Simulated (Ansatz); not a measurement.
`N/C=C(\O)F` + H–F → `NC=C(F)F` + H₂O at 500 K and 1 bar (substitution at a C–O bond).

Calculated with Ansatz (gas phase, PBE0-D4/def2-TZVP geometries, no zero-point term in ΔE). CBS: MP2 limit from def2 TZ/QZ plus the TZ coupled-cluster correction, frozen cores. This one scheme is used for every species. One conformer a species, not always the lowest.

```json
{"species": "`N/C=C(\\O)F`", "CCSD(T)/CBS energy (Eh)": "-308.14071", "H − E (kJ/mol)": "213.2", "S (J/(mol·K))": "360.6"}
{"species": "H–F", "CCSD(T)/CBS energy (Eh)": "-100.39570", "H − E (kJ/mol)": "39.4", "S (J/(mol·K))": "188.7"}
{"species": "`NC=C(F)F`", "CCSD(T)/CBS energy (Eh)": "-332.15047", "H − E (kJ/mol)": "178.4", "S (J/(mol·K))": "349.4"}
{"species": "H₂O", "CCSD(T)/CBS energy (Eh)": "-76.37941", "H − E (kJ/mol)": "73.2", "S (J/(mol·K))": "206.3"}
```

H − E and S are ideal-gas, rigid-rotor, harmonic terms from PBE0-D4/def2-TZVP, for one conformer and one mirror image of each species. 1 Eh = 2625.50 kJ/mol, R = 8.31446 J/(mol·K).

**Question.** By hand: ΔE, ΔH, ΔS and ΔG.

**Answer.** ΔE = (-332.15047) + (-76.37941) − (-308.14071) − (-100.39570) = 0.00653 Eh = 17.1 kJ/mol. Δ(H − E) = 178.4 + 73.2 − 213.2 − 39.4 = -1.0, so ΔH = 16.1 kJ/mol. ΔS = 349.4 + 206.3 − 360.6 − 188.7 = 6.4 J/(mol·K). ΔG = 16.1 − 500 × (6.4)/1000 = 12.9 kJ/mol.

**Question.** By hand: the equilibrium constant, and the temperature at which ΔG would vanish if ΔH and ΔS stayed fixed.

**Answer.** log₁₀ K = −ΔG/(RT ln 10) = -1.3. ΔG = 0 at ΔH/ΔS = 2516 K, far beyond where these terms or the molecules hold.

The number of gas molecules stays the same, so ΔS is small and ΔH decides. A doubt of 5 kJ/mol in ΔE shifts log₁₀ K by 0.5 here. Other conformers and mirror images would add mixing entropy, several J/(mol·K) or more a flexible species. These are equilibria of isolated gas molecules and say nothing of rates. Largest T1 diagnostic: 0.012 (customary marks: 0.02 for closed shells, 0.045 for open ones).
